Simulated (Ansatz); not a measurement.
`C=CC(=C)F` + NH₃ → `C=CC(=C)N` + H–F at 600 K and 1 bar (substitution at a C–F bond).

Program: Ansatz. Geometries: PBE0-D4/def2-TZVP. ΔE: electronic, gas phase. CBS: MP2 limit from def2 TZ/QZ plus the TZ coupled-cluster correction, frozen cores. This one scheme is used for every species. One conformer a species, not always the lowest.

| species | CCSD(T)/CBS energy (Eh) | H − E (kJ/mol) | S (J/(mol·K)) |
| --- | --- | --- | --- |
| `C=CC(=C)F` | -254.96356 | 254.5 | 376.9 |
| NH₃ | -56.50880 | 112.4 | 219.5 |
| `C=CC(=C)N` | -211.08675 | 327.0 | 395.5 |
| H–F | -100.39570 | 42.3 | 194.0 |

H − E and S are ideal-gas, rigid-rotor, harmonic terms from PBE0-D4/def2-TZVP, for one conformer and one mirror image of each species. 1 Eh = 2625.50 kJ/mol, R = 8.31446 J/(mol·K).

Question: By hand: ΔE, ΔH, ΔS and ΔG.

Answer: ΔE = (-211.08675) + (-100.39570) − (-254.96356) − (-56.50880) = -0.01009 Eh = -26.5 kJ/mol. Δ(H − E) = 327.0 + 42.3 − 254.5 − 112.4 = 2.4, so ΔH = -24.1 kJ/mol. ΔS = 395.5 + 194.0 − 376.9 − 219.5 = -6.9 J/(mol·K). ΔG = -24.1 − 600 × (-6.9)/1000 = -20.0 kJ/mol.

Question: By hand: the equilibrium constant, and the temperature at which ΔG would vanish if ΔH and ΔS stayed fixed.

Answer: log₁₀ K = −ΔG/(RT ln 10) = 1.7. ΔG = 0 at ΔH/ΔS = 3493 K, far beyond where these terms or the molecules hold.

The number of gas molecules stays the same, so ΔS is small and ΔH decides. A doubt of 5 kJ/mol in ΔE shifts log₁₀ K by 0.4 here. Other conformers and mirror images would add mixing entropy, several J/(mol·K) or more a flexible species. These are equilibria of isolated gas molecules and say nothing of rates. Largest T1 diagnostic: 0.012 (customary marks: 0.02 for closed shells, 0.045 for open ones).
